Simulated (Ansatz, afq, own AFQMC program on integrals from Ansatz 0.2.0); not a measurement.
Two steps: Ansatz 0.2.0 writes the Fock matrix and Cholesky factors of the valence space, and afq projects on them the lowest state that overlaps trial and start.

```yaml
crystal:
  periodic: [false, false, false]
  atoms:
    - {symbol: Ge, position_ang: [0.000000, 0.000000, 0.032064]}
    - {symbol: N, position_ang: [0.000000, 0.000000, -1.412123]}
    - {symbol: H, position_ang: [0.000000, 0.000000, 1.380058]}
basis:
  gaussian: {orbitals: cc-pVDZ}
magnetization: {spin_polarized: true, initial_magnetization: 0}
correlation: {method: ccsd_t, electrons: outside_noble_gas, hamiltonian_folder: ham}
```

```sh
$ ansatz run in.yaml --threads 1 --pin off --events-out ev --progress --plain --max-ram 1382MiB
```

afq runs on the folder ham with

```
--method free --trial cisd --walkers 100 --time-step 0.03 --max-blocks 80 --target-error 0.00038 --factor-cut 1e-05 --seed 8633 --times 0,0.21,0.42,0.81,1.2,1.8,2.4,3 --taylor-order 8
```

Times are imaginary, in 1/Eh. The walk had a cap of 512 s. Filled inner d shells are frozen with the cores.

Log:

```
orbitals 31  electrons 5 5  factors 244 of 512
reference energy -2130.15174182 Eh
CCSD correlation -0.27579331 Eh in 12 cycles, weight of the determinant in the CISD state 0.8619
repeat  energy at the last time / Eh  error
    10  -2130.442575  0.002111
    20  -2130.442281  0.001645
    30  -2130.441217  0.001229
    40  -2130.441802  0.001026
    50  -2130.441880  0.000909
    60  -2130.441776  0.000839
    70  -2130.442020  0.000769
    80  -2130.442186  0.000726
time / (1/Eh)  energy / Eh  error  mean overlap
  0.00  -2130.427449  0.000253  1.1609
  0.21  -2130.434870  0.000378  1.1575
  0.42  -2130.438295  0.000415  1.1611
  0.81  -2130.440410  0.000387  1.1694
  1.20  -2130.442805  0.000364  1.1645
  1.80  -2130.443619  0.000573  1.1720
  2.40  -2130.444333  0.000704  1.1691
  3.00  -2130.442186  0.000726  1.2198
energy -2130.442186 +/- 0.000726 Eh
```

The run passed its tests (error under three times the target), which doesn't prove that it has relaxed.

Against this walk (error 19.7 meV) on the same determinant: CCSD(T) 5.4 meV higher (within the noise), CCSDT(Q) 62.1 meV lower. The error is statistical, and a free projection of finite length keeps a remainder of its start. None of these is a sure reference here. The last points scatter (meV from the last: 48 ± 11 at 0.81, -17 ± 10 at 1.20, -39 ± 16 at 1.80, -58 ± 19 at 2.40, 0 ± 20 at 3.00); the last is the one printed as the energy, and the gaps above move with that scatter.

Cautions: remainder of the start not in the error; error above the target (19.7 against 10.3 meV); no relativity below Rb; no spin-orbit coupling; inner d shell frozen; higher spins were not checked; an unrestricted solution with more broken spin lies lower (109 meV, ⟨S²⟩ 0.46), while this determinant keeps restricted orbitals; raised T1 diagnostic (T1 0.026, weight of the determinant 0.86, largest double 0.11).

The walk took 4.1 min on 1 thread of Arm Neoverse V1 (shared host). The log's last line is the free-projection energy.

CCSDT and higher add their correlation energy to the determinant of the CCSD(T) run, since their own runs factorise the integrals more tightly (a shift of under 2 meV). A walk keeps the symmetry of its determinant, which the program's search chose and which needn't be the lowest solution, so a lower state of the same spin and another symmetry isn't excluded.
